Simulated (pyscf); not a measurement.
**Concerted two-bond exchange: H₂B–F (SMILES BF) + H₂C=CH₂ (SMILES C=C) -> B–F (SMILES [B]F) [singlet] + H₃C–CH₃ (SMILES CC)**

Gas phase, singlet surface, charge 0. Bonds broken: B1–H3, B1–H4. Bonds formed: H3–C5, H4–C6. Structures and frequencies: ωB97X-D3(BJ)/def2-SVP in PySCF. Correlated levels are frozen-core, on RHF or UHF. ΔMP2 is the change of the MP2 total energy from the triple- to the quadruple-zeta basis.

Transition state (Å):

```xyz
10

B     -1.5764    -0.8710     0.6210
F     -0.7238    -1.0942     1.6135
H     -1.0896    -1.1206    -0.6429
H     -1.9360     0.4465     0.4364
C     -0.2495    -0.0893    -0.8742
C     -0.8413     1.0046    -0.1196
H      0.7391    -0.4473    -0.5693
H     -0.4016    -0.0865    -1.9595
H     -0.2706     1.4175     0.7185
H     -1.3979     1.7590    -0.6873
```

One imaginary mode, 1308i cm⁻¹; descent along it reached the two sides named, in the forms told below.

```
bond   change  reactant side (Å)  saddle  product side
-----  ------  -----------------  ------  ------------
B1–H3  breaks              1.210   1.377           3.0
B1–H4  breaks              1.210   1.378           3.2
H3–C5   forms                2.7   1.350         1.103
H4–C6   forms                2.7   1.349         1.102
```

Electronic energies relative to the separated reactants (kcal/mol):

| level | barrier | reaction energy | reverse barrier |
|---|---|---|---|
| ωB97X-D3(BJ)/def2-TZVP | 53.0 | +13.2 | 39.8 |
| PBE/def2-TZVP | 39.4 | +15.1 | 24.3 |
| r²SCAN/def2-TZVP | 41.6 | +15.7 | 25.9 |
| B3LYP-D3(BJ)/def2-TZVP | 52.1 | +16.4 | 35.7 |
| PBE0-D3(BJ)/def2-TZVP | 43.2 | +13.8 | 29.5 |
| M06-2X/def2-TZVP | 52.3 | +14.4 | 37.9 |
| ωB97M-D3(BJ)/def2-TZVP | 51.9 | +11.5 | 40.4 |
| HF/def2-TZVP | 81.4 | +13.8 | 67.7 |
| MP2/def2-QZVPP | 49.1 | +14.4 | 34.7 |
| CCSD/def2-TZVPP | 57.1 | +10.9 | 46.2 |
| CCSD(T)/def2-TZVPP | 52.5 | +11.5 | 41.0 |
| CCSD(T)/def2-TZVPP + ΔMP2(QZVPP) | 52.2 | +11.7 | 40.5 |

With CCSD(T)/def2-TZVPP + ΔMP2(QZVPP) energies and thermal terms (ideal gas, 1 atm, RRHO with modes under 100 cm⁻¹ raised to 100, one conformer, R ln 2 for chiral ones without a mode under 150 cm⁻¹), in kcal/mol:

| T (K) | ΔH‡ | ΔG‡ | ΔH | ΔG |
|---|---|---|---|---|
| 298 | 51.7 | 62.7 | +14.3 | +15.3 |
| 600 | 51.9 | 73.9 | +14.3 | +16.3 |
| 900 | 52.5 | 84.8 | +14.2 | +17.3 |
| 1200 | 53.3 | 95.4 | +14.3 | +18.3 |

On the reactant side the descent ends in a complex, 4.1 kcal/mol under the separated species and 57.1 kcal/mol under the saddle at ωB97X-D3(BJ)/def2-TZVP. The same reactants have a lower exit, to H₃C–CH₂–BH–F (barrier +2.2 kcal/mol at ωB97M-D3(BJ)/def2-TZVP, against +51.9 kcal/mol here). This is the saddle that the search found; another between the same sides may lie lower. The CCSD(T) − MP2 part came from Ansatz, without density fitting, on the same reference.
